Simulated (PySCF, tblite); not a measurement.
# C₃H₄O₃: a rotation path, then NMR shifts and spin-spin couplings on frames, part 3 of 3

tblite 0.8.0 and PySCF 2.14.0. Atoms count from 0. Earlier steps stand in the parts before.

## 12. J couplings: image 8, B3LYP/pcJ-1

The job: settings as JSON, then the geometry in Å.

```
{"job": {"kind": "j", "xc": "B3LYP", "basis": "pcJ-1"}, "charge": 0, "multiplicity": 1}
O      1.173200     0.034300    -1.442100
C      1.012200    -0.103500    -0.262600
O      1.947000    -0.595100     0.557700
C     -0.243900     0.213700     0.494100
C     -1.537200     0.135900    -0.205900
O     -0.950100     1.354200     0.106000
H      2.759200    -0.796100     0.064500
H     -0.190300     0.022000     1.561600
H     -1.539100    -0.130500    -1.256600
H     -2.422200    -0.130400     0.360900
```

Level: B3LYP/pcJ-1 indirect spin-spin coupling, non-relativistic, gas phase.

The program printed:

```text
coarse grid: 9000 points
cycle   1  E = -342.0808307676  dE =  1.240e+00  |g| = 1.111e+00  |ddm| = 2.749e+00
cycle   2  E = -341.4740707445  dE =  6.068e-01  |g| = 2.143e+00  |ddm| = 2.176e+00
cycle   3  E = -342.2735880929  dE = -7.995e-01  |g| = 3.547e-01  |ddm| = 1.640e+00
cycle   4  E = -342.2935642980  dE = -1.998e-02  |g| = 1.323e-01  |ddm| = 2.709e-01
cycle   5  E = -342.2962583417  dE = -2.694e-03  |g| = 3.133e-02  |ddm| = 7.977e-02
cycle   6  E = -342.2964373379  dE = -1.790e-04  |g| = 1.090e-02  |ddm| = 2.682e-02
cycle   7  E = -342.2964557465  dE = -1.841e-05  |g| = 3.093e-03  |ddm| = 7.143e-03
cycle   8  E = -342.2964574467  dE = -1.700e-06  |g| = 6.351e-04  |ddm| = 2.391e-03
final grid: 88736 points
cycle   9  E = -342.3725024756  dE = -1.723e-04  |g| = 6.433e-03  |ddm| = 1.562e-02
cycle  10  E = -342.3724918245  dE =  1.065e-05  |g| = 9.608e-03  |ddm| = 8.555e-03
cycle  11  E = -342.3725079187  dE = -1.609e-05  |g| = 2.112e-03  |ddm| = 6.398e-03
cycle  12  E = -342.3725085360  dE = -6.173e-07  |g| = 9.941e-04  |ddm| = 1.814e-03
cycle  13  E = -342.3725087090  dE = -1.730e-07  |g| = 2.574e-04  |ddm| = 6.226e-04
cycle  14  E = -342.3725087206  dE = -1.160e-08  |g| = 3.222e-05  |ddm| = 1.697e-04
cycle  15  E = -342.3725087207  dE = -1.387e-10  |g| = 1.633e-05  |ddm| = 3.212e-05
converged SCF energy = -342.3725087207

Indirect spin-spin couplings (Hz)
  i      j    bonds     total        FC       PSO       DSO        SD
  0 O    1 C    1     29.592    16.030    13.675    -0.112         -
  0 O    3 C    2     -2.042    -2.764     0.699     0.023         -
  0 O    4 C    3     -0.965    -0.844    -0.128     0.006         -
  0 O    6 H    3      1.740    -0.782     2.475     0.047         -
  0 O    7 H    3     -1.627    -1.854    -0.120     0.347         -
  0 O    9 H    4     -0.318    -0.273    -0.267     0.222         -
  1 C    2 O    1     31.784    25.105     6.828    -0.149         -
  1 C    3 C    1     83.652    85.049    -1.787     0.390         -
  1 C    4 C    2     -0.813    -0.714    -0.134     0.035         -
  1 C    5 O    2     -2.744    -3.441     0.714    -0.017         -
  1 C    6 H    2     -5.210    -3.720    -0.984    -0.506         -
  1 C    7 H    2      7.259     7.435    -0.254     0.078         -
  1 C    8 H    3      1.380     1.550    -0.362     0.191         -
  1 C    9 H    3      0.391     0.390     0.332    -0.331         -
  2 O    3 C    2    -33.395   -33.580     0.210    -0.025         -
  2 O    4 C    3     -0.603    -0.614    -0.032     0.043         -
  2 O    6 H    1    -79.115   -68.813    -9.948    -0.354         -
  2 O    7 H    3      0.264     0.189     0.197    -0.122         -
  2 O    8 H    4      0.252     0.191    -0.106     0.167         -
  2 O    9 H    4      0.258     0.246    -0.155     0.167         -
  3 C    4 C    1     26.588    26.930    -0.583     0.241         -
  3 C    5 O    1     28.580    28.471     0.226    -0.117         -
  3 C    6 H    3     13.122    13.225     0.572    -0.675         -
  3 C    7 H    1    189.305   188.402    -0.367     1.270         -
  3 C    8 H    2     -2.340    -2.473     0.382    -0.249         -
  3 C    9 H    2     -1.125    -1.213     0.365    -0.277         -
  4 C    5 O    1     30.028    28.641     1.479    -0.092         -
  4 C    6 H    4      0.451     0.497     0.433    -0.479         -
  4 C    7 H    2     -1.050    -1.133     0.423    -0.340         -
  4 C    8 H    1    188.036   187.296    -0.256     0.996         -
  4 C    9 H    1    182.628   181.799    -0.116     0.945         -
  5 O    6 H    4     -0.651    -0.684    -0.239     0.271         -
  5 O    7 H    2     -7.214    -6.389    -1.028     0.203         -
  5 O    8 H    2     -6.414    -5.893    -0.742     0.222         -
  5 O    9 H    2     -6.046    -5.472    -0.821     0.246         -
  6 H    8 H    5     -0.164    -0.005     1.274    -1.433         -
  6 H    9 H    5     -0.188    -0.059     1.614    -1.742         -
  7 H    8 H    3      1.251     1.309     2.862    -2.920         -
  7 H    9 H    3      3.329     3.441     0.226    -0.338         -
  8 H    9 H    2      8.059     7.993     3.082    -3.017         -
```

Run time: 38 s. Hardware: 1 thread of Intel Xeon at 2.50GHz, shared host; peak memory 0.84 GiB.

In short: J(C3,H7) 189.3 Hz, J(C4,H8) 188.0 Hz, J(C4,H9) 182.6 Hz.

## 13. Side by side: NMR shifts

Shifts (ppm) of some atoms, chosen among heavy atoms and hydrogens apart, with basis size and wall time:

```csv
frame,C3,C4,H6,H8,O0,O2,O5,functions,time
image 0,46.7,46.2,6.07,2.91,453.3,195.0,34.8,122,29 s
image 2,47.1,45.1,6.27,2.63,433.4,207.7,21.5,122,19 s
image 4,48.8,44.2,6.51,2.69,443.9,213.9,14.9,122,20 s
image 6,47.1,43.4,6.55,3.10,439.0,214.4,28.1,122,21 s
image 8,44.7,46.5,6.39,2.96,417.8,216.0,36.8,122,19 s
```

## 14. Comparing the runs: spin-spin couplings

Couplings (Hz), with basis size and wall time:

```csv
frame,C3–H7,C4–H8,C4–H9,C1–C3,O2–H6,C1–O2,O0–C1,functions,time
image 0,194.6,186.6,183.6,82.4,-81.7,31.2,29.6,202,43 s
image 2,191.5,184.2,184.9,81.9,-78.9,31.9,30.1,202,34 s
image 4,184.0,184.6,182.5,82.3,-77.9,33.3,30.9,202,38 s
image 6,185.1,187.8,180.9,82.6,-78.2,32.8,30.6,202,37 s
image 8,189.3,188.0,182.6,83.7,-79.1,31.8,29.6,202,38 s
```

## 15. Summary of results

The summary covers parts 1 to 3.

```
                                                                  quantity                               value
                                                                   barrier  0.118 eV (2.7 kcal/mol) at image 4
                                                     end to end (GFN2-xTB)                           -0.002 eV
                           13C shifts against TMS (PBE0/pcSseg-1, image 0)               175.8, 46.7, 46.2 ppm
                            1H shifts against TMS (PBE0/pcSseg-1, image 0)          6.07, 3.11, 2.91, 2.80 ppm
                           17O shifts against H2O (PBE0/pcSseg-1, image 0)              453.3, 195.0, 34.8 ppm
potential on the surface of density 0.002 e/bohr³, 1st and 99th percentile                  -1.50 V and 2.54 V
                      largest coupling of the table (B3LYP/pcJ-1, image 0)             1J(C,H) C3–H7, 194.6 Hz
                                                  range of the shift of O0                  417.8 to 453.3 ppm
                                   range of J(C3,H7), mean over like pairs                   184.0 to 194.6 Hz
```

What this shows: Along the band the dihedral turns by 173°, and the top (dihedral 124°) lies 2.7 kcal/mol above the start (GFN2-xTB, rough), so at room temperature this motion is fast. The top was not checked by a frequency run. Shifts at one fixed geometry are not the observed spectrum, which averages over the motion. In the first frame run (image 0): The largest span, 664 ppm, is at O0, where the paramagnetic term is -518 ppm. At PBE0/pcSseg-1, counted by nearest atom on the grid, the HOMO lies on O0 41 %; O5 33 %, the LUMO on C1 39 %; O0 25 %. In the run at B3LYP/pcJ-1, the largest coupling of the table is C3–H7, 194.6 Hz, of which the Fermi-contact term gives 193.8 Hz. The acid proton is that of the lone molecule; in solution hydrogen bonds move it to about 10 to 13 ppm. In ppm, O0 moves most: its shift spreads over 35.5 ppm, from 417.8 (image 8) to 453.3 (image 0). The coupling C3–H7, as a mean over pairs of its kind, runs from 184.0 Hz (image 4) to 194.6 Hz (image 0).
